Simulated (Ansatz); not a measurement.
The input, for Ansatz 0.2.0:

```yaml
crystal:
  periodic: [false, false, false]
  atoms:
    - {symbol: H, position_ang: [-2.712346, 0.054876, 0.000000]}
    - {symbol: H, position_ang: [-1.876346, 0.054876, 0.000000]}
    - {symbol: Si, position_ang: [0.112654, 0.054876, 0.000000]}
    - {symbol: H, position_ang: [0.724834, -0.819409, 1.090012]}
    - {symbol: H, position_ang: [0.724834, -0.819409, -1.090012]}
basis:
  gaussian: {orbitals: 6-31G}
correlation: {method: fic_mrcisd_q, electrons: outside_noble_gas, active_space: {window: {electrons: 2, orbitals: 2}}}
```

```sh
$ ansatz run in.yaml --threads 1 --pin off --events-out ev --progress --plain --max-ram 2393MiB
```

Log:

```
268 factors; integrals over basis functions are off by at most 7.9e-4 eV
mean field evaluation 1: about -7920.0906 eV, gradient 7.3e0 eV
mean field evaluation 2: about -7920.0905 eV, gradient 7.3e0 eV
mean field evaluation 4: about -7920.4302 eV, gradient 3.3e-1 eV
mean field evaluation 8: about -7920.4313 eV, gradient 9.5e-7 eV
mean field -7920.43133336 eV, -291.0704828399 hartree, gradient 2.5e-6 eV, S^2 0.000000; 0 other end points of the search recorded, 0 dependent functions left out; unrestricted orbitals would lower it
reference -7920.43133336 eV, -291.0704828399 hartree; 9, 9 occupied and 12, 12 virtual orbitals, 268 factors
state -7920.99506205 eV, -291.0911994869 hartree
contracted CI cycle   1: correlation 0.00000000 eV, 0.0000000000 hartree, residual 8.67e0 eV
contracted CI cycle   2: correlation -1.77775882 eV, -0.0653314318 hartree, residual 1.89e0 eV
contracted CI cycle   3: correlation -1.87737772 eV, -0.0689923586 hartree, residual 9.34e-1 eV
contracted CI cycle   4: correlation -1.90053761 eV, -0.0698434689 hartree, residual 4.90e-1 eV
contracted CI cycle   5: correlation -1.90919294 eV, -0.0701615466 hartree, residual 3.03e-1 eV
contracted CI cycle   6: correlation -1.91179361 eV, -0.0702571193 hartree, residual 1.55e-1 eV
contracted CI cycle   7: correlation -1.91239823 eV, -0.0702793387 hartree, residual 8.41e-2 eV
contracted CI cycle   8: correlation -1.91257768 eV, -0.0702859334 hartree, residual 3.60e-2 eV
contracted CI cycle   9: correlation -1.91260853 eV, -0.0702870672 hartree, residual 1.66e-2 eV
contracted CI cycle  10: correlation -1.91261482 eV, -0.0702872982 hartree, residual 8.57e-3 eV
contracted CI cycle  11: correlation -1.91261672 eV, -0.0702873682 hartree, residual 4.30e-3 eV
contracted CI cycle  12: correlation -1.91261729 eV, -0.0702873889 hartree, residual 2.28e-3 eV
contracted CI cycle  13: correlation -1.91261743 eV, -0.0702873940 hartree, residual 1.14e-3 eV
state -7920.99506205 eV, -291.0911994869 hartree; corrected -7923.03873301 eV, -291.1663030095 hartree
state -7920.73470012 eV, -291.0816313627 hartree
contracted CI cycle   1: correlation 0.00000000 eV, 0.0000000000 hartree, residual 9.84e0 eV
contracted CI cycle   2: correlation -2.06232383 eV, -0.0757890030 hartree, residual 1.84e0 eV
contracted CI cycle   3: correlation -2.16091234 eV, -0.0794120637 hartree, residual 6.07e-1 eV
contracted CI cycle   4: correlation -2.17081166 eV, -0.0797758572 hartree, residual 2.01e-1 eV
contracted CI cycle   5: correlation -2.17203122 eV, -0.0798206752 hartree, residual 8.24e-2 eV
contracted CI cycle   6: correlation -2.17221802 eV, -0.0798275398 hartree, residual 3.03e-2 eV
contracted CI cycle   7: correlation -2.17224255 eV, -0.0798284411 hartree, residual 1.07e-2 eV
contracted CI cycle   8: correlation -2.17224568 eV, -0.0798285565 hartree, residual 4.21e-3 eV
contracted CI cycle   9: correlation -2.17224620 eV, -0.0798285754 hartree, residual 1.70e-3 eV
contracted CI cycle  10: correlation -2.17224627 eV, -0.0798285781 hartree, residual 5.58e-4 eV
state -7920.73470012 eV, -291.0816313627 hartree; corrected -7923.04096139 eV, -291.1663849010 hartree
state -7920.73470012 eV, -291.0816313627 hartree; corrected -7923.04096139 eV, -291.1663849010 hartree
the orbitals are reached from a further start. From the first start the search ends at -7920.99506198 eV, -291.0911994844 hartree
WARN: the results are in doubt because another end's mean lies 0.260 eV lower, and its corrected mean 0.002 eV higher
Total energy: -7923.04096139 eV, -291.1663849010 hartree
In doubt: another end's mean lies 0.260 eV lower, and its corrected mean 0.002 eV higher
```

Natural occupations: 1.9512 0.0488.

For the same geometry and basis full CI lies 19.7 meV higher.

Ran on 1 thread of Intel Xeon 6975P-C, shared host: 0.33 s wall, 0.08 GiB peak host memory.
